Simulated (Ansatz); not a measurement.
Geometry optimisation, RKS LDA/def2-SVP in Ansatz 0.2.0.

input.yaml

```yaml
crystal:
  periodic: [false, false, false]
  atoms:
    - { symbol: Si, position_ang: [0.0, 0.0, 0.0] }
    - { symbol: Cl, position_ang: [1.2713, 0.0, 1.9526] }
    - { symbol: H, position_ang: [1.6559, 0.0, 0.1178] }
    - { symbol: H, position_ang: [-0.6877, 1.1914, -0.4862] }
    - { symbol: F, position_ang: [-0.7489, -1.2974, -0.5295] }
basis:
  gaussian: { orbitals: def2-SVP }
hamiltonian:
  xc: lda
relax:
  f_tol: 0.15
  max_steps: 25
  restrain:
    - { distance: [1, 2], at: 1.37, k: 30.0 }
    - { distance: [0, 1], at: 3.33, k: 30.0 }
    - { distance: [0, 2], at: 2.66, k: 30.0 }
output:
  orbitals: {}
```

Command:

```bash
$ ansatz run input.yaml --threads 1 --pin off --max-ram 2048MiB --backend cpu --events-out ev --progress --plain --runs-dir out
```

Question: Where does it end, and by what steps?

Answer: The forces met the threshold. The restraints hold the end off the free minimum. After 8 steps the energy has risen by 0.298 eV (the restraints' own energy left out); Si1 moved furthest, 0.79 Å. Parted: Si1–Cl2 (2.33 → 3.32 Å). Joined: Cl2–H3 (1.87 → 1.34 Å).

```csv
step,energy less start (eV),largest force component (eV/Å),accepted
0,0.0000,5.480,yes
1,1.7408,8.462,yes
2,2.9657,9.149,yes
3,2.3512,7.009,yes
4,1.1197,4.353,yes
5,0.6718,2.685,yes
6,0.3378,1.383,yes
7,0.3054,0.853,yes
8,0.2975,0.912,yes
```

```xyz
5
Properties=species:S:1:pos:R:3
Si -0.101 0.003 -0.779
Cl 1.707 0.135 2.002
H 2.077 -0.125 0.738
H -1.080 1.138 -0.348
F -1.112 -1.257 -0.559
```

Time of the run: 15 s on 1 thread of Arm Neoverse N1, on a shared host, peak memory 0.12 GiB.
